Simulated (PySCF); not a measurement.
Compound: piperazine, C4H10N2.
Atom-mapped SMILES: `[CH2:1]1[CH2:2][NH:3][CH2:4][CH2:5][NH:6]1` (hydrogens: H7, H8 on C1; H9, H10 on C2; H11 on N3; H12, H13 on C4; H14, H15 on C5; H16 on N6)

Method: PBE0-D3(BJ)/def2-TZVP geometry optimisation, gas phase in PySCF 2.14.0; density fitting, grid level 2; the optimiser is geomeTRIC in internal coordinates, started from a GFN2-xTB structure with every atom displaced at random (about 0.01 Å).

Step 0: E = -7284.9911 eV
```
atom  x, y, z in Å  |  force x, y, z in eV/Å
C1     -1.2175    0.5178    0.4557   -0.717   1.293  -0.701
C2     -1.1628   -0.5708   -0.6075    0.095  -0.174   1.135
N3      0.0251   -1.3769   -0.4756    1.221  -0.634   0.757
C4      1.2661   -0.5448   -0.4491   -2.228   0.509  -0.561
C5      1.1572    0.5662    0.5895   -0.163  -0.041   0.240
N6     -0.0457    1.3868    0.4591    0.325  -0.762   0.274
H7     -1.3176    0.0974    1.4543   -0.047  -0.210   0.168
H8     -2.0887    1.1874    0.2830    0.216  -0.464   0.178
H9     -1.1395   -0.1212   -1.5835   -0.158   0.315  -0.680
H10    -2.0362   -1.2265   -0.5318   -0.038   0.058  -0.136
H11    -0.0172   -1.8985    0.4192   -0.014   0.380  -0.763
H12     2.1075   -1.1820   -0.2759    0.648  -0.409  -0.040
H13     1.2991   -0.0809   -1.4653    0.403  -0.304   0.563
H14     1.1134    0.1240    1.6046    0.203   0.090  -0.316
H15     2.0244    1.2132    0.5342    0.336   0.216   0.118
H16     0.0041    1.9053   -0.4048   -0.081   0.135  -0.236
```

Step 1: E = -7285.0648 eV
```
atom  x, y, z in Å  |  force x, y, z in eV/Å
C1     -1.2287    0.5469    0.4623    0.193   0.254  -0.012
C2     -1.1738   -0.5563   -0.5839   -0.137  -0.146  -0.200
N3      0.0368   -1.3599   -0.5299   -0.007   0.300  -0.015
C4      1.2430   -0.5486   -0.4010    0.099  -0.390   0.253
C5      1.1597    0.5932    0.6051   -0.052   0.002  -0.041
N6     -0.0429    1.3966    0.4355   -0.093   0.039  -0.172
H7     -1.2813    0.1192    1.4699   -0.093  -0.114  -0.008
H8     -2.1093    1.1851    0.3329   -0.029  -0.101  -0.036
H9     -1.2509   -0.1207   -1.5943    0.041   0.086   0.170
H10    -2.0286   -1.2305   -0.4824   -0.058  -0.004   0.003
H11    -0.0642   -2.0512    0.1995    0.309   0.064   0.174
H12     2.1014   -1.2089   -0.1956   -0.235   0.148   0.000
H13     1.4420   -0.0772   -1.3597   -0.004  -0.017  -0.491
H14     1.1457    0.2023    1.6292    0.075   0.029   0.027
H15     2.0396    1.2424    0.4897   -0.121  -0.117   0.148
H16    -0.0168    1.8641   -0.4712    0.112  -0.032   0.200
```

Step 2: E = -7285.1044 eV
```
atom  x, y, z in Å  |  force x, y, z in eV/Å
C1     -1.2333    0.5521    0.4542    0.113   0.125   0.055
C2     -1.1759   -0.5573   -0.5828    0.007  -0.116  -0.052
N3      0.0430   -1.3497   -0.5155   -0.200  -0.126  -0.012
C4      1.2431   -0.5463   -0.4189    0.050   0.098  -0.082
C5      1.1554    0.5852    0.6028    0.022   0.016  -0.135
N6     -0.0432    1.3965    0.4453   -0.080  -0.109  -0.024
H7     -1.3088    0.1086    1.4548   -0.027   0.010   0.016
H8     -2.1180    1.1800    0.3118   -0.003  -0.003  -0.017
H9     -1.2484   -0.1143   -1.5865    0.066   0.002   0.021
H10    -2.0346   -1.2285   -0.4787    0.025  -0.003  -0.015
H11    -0.0082   -2.0108    0.2480   -0.012   0.052   0.080
H12     2.0909   -1.2058   -0.2074   -0.011   0.029   0.004
H13     1.4255   -0.1074   -1.4114    0.024   0.027   0.053
H14     1.1449    0.1794    1.6217    0.028  -0.042  -0.010
H15     2.0334    1.2324    0.5145    0.010   0.008   0.071
H16     0.0060    1.8826   -0.4457   -0.012   0.032   0.047
```

**Question.** Estimate the geometry and energy of step 3. (The exact step hangs on the optimiser's Hessian estimate; all steps are aligned on step 2, rigid shifts and turns removed.)

**Answer.** E = -7285.1128 eV, largest force 0.146 eV/Å
```
atom  x, y, z in Å  |  force x, y, z in eV/Å
C1     -1.2343    0.5536    0.4517    0.018   0.024   0.032
C2     -1.1759   -0.5625   -0.5825    0.019  -0.005  -0.001
N3      0.0394   -1.3535   -0.5047   -0.020  -0.140  -0.034
C4      1.2406   -0.5436   -0.4305    0.004   0.093  -0.067
C5      1.1567    0.5817    0.5956   -0.013   0.009  -0.050
N6     -0.0440    1.3929    0.4525    0.001  -0.100   0.005
H7     -1.3240    0.1100    1.4517   -0.010   0.022   0.010
H8     -2.1167    1.1825    0.2999    0.001   0.010  -0.012
H9     -1.2325   -0.1232   -1.5875    0.020   0.015  -0.009
H10    -2.0366   -1.2311   -0.4819    0.008   0.005  -0.015
H11    -0.0031   -1.9907    0.2806   -0.020   0.055   0.049
H12     2.0898   -1.1979   -0.2177    0.040  -0.022  -0.012
H13     1.4192   -0.1070   -1.4258   -0.033  -0.014   0.078
H14     1.1522    0.1574    1.6072   -0.007  -0.015   0.009
H15     2.0340    1.2310    0.5246    0.020   0.017   0.011
H16     0.0069    1.8968   -0.4270   -0.028   0.048   0.006
```

The energy changes by -0.0084 eV. The first-order estimate −F·Δx gives -0.0117 eV and the mean of the old and new forces, exact on a quadratic surface, -0.0084 eV. The step makes an angle of 67° with the force vector and moves no atom by more than 0.039 Å.

What follows is the cost of the whole optimisation. Hardware: one thread of an Intel Xeon 6975P-C, on a shared host. Cost: 2.4 min wall, 1.2 GiB resident at most.
